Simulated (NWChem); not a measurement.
# CH3BO (Borane carbonyl): HF/6-31G(d) (spherical functions)

Aim: the vertical ionisation energy of CH3BO (Borane carbonyl) at HF/6-31G* (spherical functions), from 2 runs. 

The results are computed with NWChem 7.3.0.

### Step 1. Starting point

CH3BO has 6 atoms, charge 0, and is taken as a singlet. As SMILES, `[BH3-]C#[O+]`. The coordinates come from a PBE0-D4/def2-TZVP relaxation.

Bond lengths: B1–C2 1.512 Å, C2–O3 1.127 Å, B1–H4 1.209 Å, B1–H5 1.209 Å, B1–H6 1.209 Å. Angles: B1–C2–O3 179.9°, C2–B1–H4 104.6°, C2–B1–H5 104.5°, C2–B1–H6 104.5°, H4–B1–H5 113.9°, H4–B1–H6 113.9°, H5–B1–H6 113.9°.

### Step 2. The energy at HF/6-31G(d) (spherical functions)

Contents of ch3bo.xyz:

```xyz
6
CH3BO hf
B     -0.275160     0.419730    -0.199910
C      0.494180    -0.755680     0.359250
O      1.068320    -1.631140     0.776320
H     -1.437140     0.121710    -0.050320
H      0.069540     0.485120    -1.356800
H      0.080260     1.360240     0.471460
```

Contents of ch3bo.nw:

```
start ch3bo
title "CH3BO hf"
memory 2200 mb
charge 0

geometry units angstroms noautosym nocenter noautoz
 load ch3bo.xyz
end

basis spherical bse
 B library 6-31G*
 C library 6-31G*
 O library 6-31G*
 H library 6-31G*
end

scf
 thresh 1e-08
 maxiter 80
 print low
end

task scf energy
```

Command:

```console
$ nwchem ch3bo.nw > ch3bo.out
```

Log:

```text
[...]
  functions       =    48
[...]
  wavefunction    = RHF
[...]
         Total SCF energy =   -139.137277216522
      One-electron energy =   -300.188087631197
      Two-electron energy =    104.220555812277
 Nuclear repulsion energy =     56.830254602398
        Time for solution =      2.1s
 Task  times  cpu:        2.2s     wall:        2.2s
[...]
```

Run time: 2.8 s. Hardware: 1 thread of Intel Xeon Platinum 8488C (Sapphire Rapids), shared host; peak memory 0.099 GiB.

### Step 3. The doublet cation at the same level

Contents of struct.nw:

```
echo
start struct
title "CH3BO hf"
memory 2200 mb
charge 1
geometry units au noautosym nocenter noautoz
 B  -0.51997704  0.79317475 -0.37777515
 C   0.93386486 -1.42802824  0.67888411
 O   2.01883221 -3.08240787  1.46703219
 H  -2.71580100  0.22999857 -0.09509102
 H   0.13141155  0.91674394 -2.56398041
 H   0.15166942  2.57048106  0.89093028
end
basis spherical bse
 * library 6-31G*
end
scf
 doublet
 uhf
 thresh 1e-08
 maxiter 80
 print low
end
task scf energy
```

Command:

```console
$ nwchem struct.nw > struct.out
```

Log:

```text
[...]
  functions       =    48
[...]
  wavefunction    = UHF
[...]
         Total SCF energy =   -138.715054925898
      One electron energy =   -294.105512468626
      Two electron energy =     98.560207012952
 Nuclear repulsion energy =     56.830250529776
                       Sz =      0.5000
                 Sz(Sz+1) =      0.7500
                      S^2 =      0.7758
[...]
```

Run time: 11 s. Hardware: 1 thread of Intel Xeon Platinum 8488C (Sapphire Rapids), shared host; peak memory 0.099 GiB.

### Step 4. Summary of results

Level: HF/6-31G* (spherical functions).

```
                                          quantity          value
                       singlet CH3BO: total energy  -139.13728 Eh
                      doublet cation: total energy  -138.71505 Eh
                              doublet cation: ⟨S²⟩          0.776
vertical ionisation energy (to the doublet cation)      11.489 eV
```

What this shows: The vertical ionisation energy comes to 11.49 eV (1109 kJ/mol).
